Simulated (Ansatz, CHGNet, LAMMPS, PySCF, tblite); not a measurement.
Cohesive energy of rock-salt LiCl: levels of theory against measurement

Reference value: 3.59 eV/atom (measured, static lattice: zero-point vibration energy added; as tabulated in Mejia-Rodriguez and Trickey (2018), arXiv:1807.09216).

Problem. What do EIM, GFN1-xTB, CHGNet-r²SCAN, PBE, PBE0, Hartree–Fock, MP2 give, and how far is each from the reference?

Solution. 
```tsv
level (code)	value (eV/atom)	cell (Å³/atom)	error (eV/atom)
EIM (LAMMPS)	3.58	16.91	-0.01
GFN1-xTB (tblite)	4.43	14.73	+0.84
CHGNet-r²SCAN (CHGNet)	3.61	16.46	+0.02
PBE (Ansatz)	3.37	17.08	-0.22
PBE0 (Ansatz)	3.38	16.68	-0.21
Hartree–Fock (PySCF)	2.76 ± 0.05	18.07	-0.83
MP2 (PySCF)	3.75 ± 0.1	15.74	+0.16
```

Leaving aside EIM, GFN1-xTB, CHGNet-r²SCAN, which can be fitted to such values or carry a doubt: Nearest, and too close to rank with a margin of 0.03 eV/atom (twice that across the reference) picked here for doubts on the reference and the settings: MP2 (+0.16 eV/atom), PBE0 (-0.21 eV/atom), PBE (-0.22 eV/atom). Hartree–Fock (-0.83 eV/atom) misses by most. Within 0.5 eV/atom: PBE, PBE0, MP2. The least costly first-principles kind among them: DFT without exact exchange (PBE).

A ± on a computed value is a rough bar: the spread of its extrapolation, a floor set from checks against published values, or a statistical error. GFN1-xTB: the free atoms are run in the same model without spin. GFN1-xTB: the method was fitted mainly to molecules. GFN1-xTB: the run uses a supercell at the zone centre in place of a k mesh. CHGNet-r²SCAN: free atoms can lie outside what these potentials were trained on. Each level is taken at its own relaxed cell. Cutoffs and k meshes differ between the levels. Ansatz's density-functional and Hartree–Fock values are scalar-relativistic unless marked +SOC, with PAW data made under PBE.

Empirical potentials (EIM) are fitted to chosen data, which need not cover the solid at hand: agreement can be built in, and what lay outside the fit can be far off. Machine-learned potentials (CHGNet-r²SCAN) are trained on DFT data, which may include these solids.

Differences are worked out from the printed values.

Ansatz is an electronic-structure program.
